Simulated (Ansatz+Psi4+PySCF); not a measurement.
doublet LiO₂: levels of theory in one basis

```xyz
3

Li    0.0000    0.0000    1.6300
O     0.6700    0.0000    0.0000
O    -0.6700    0.0000    0.0000
```

Basis set: cc-pCVTZ on Li; cc-pVTZ on O (spherical functions). Frozen core: 2 orbitals. Correlation on ROHF uses semicanonical orbitals with singles. Charge 0, multiplicity 2.

Computed with Ansatz (development build ahead of 0.2.0) and Psi4 1.11; the reference of a correlated method needn't be the lowest determinant of its kind.

```
   method  E − E(ROHF) (eV)  <S²> of the determinant
     ROHF              0.00                     0.75
      UHF             -0.36                     0.79
 ROHF-MP2            -14.39                        –
  UHF-MP2            -14.26                     0.79
ROHF-CCSD            -14.38                        –
```

**Question.** What does ROHF-CCSD(T) give on the same scale?

**Answer.** -14.96 eV.

Caution for ROHF-MP2: the determinant breaks the point group; another reference gives a lower total. Caution for ROHF-CCSD, ROHF-CCSD(T): the determinant is a saddle point.
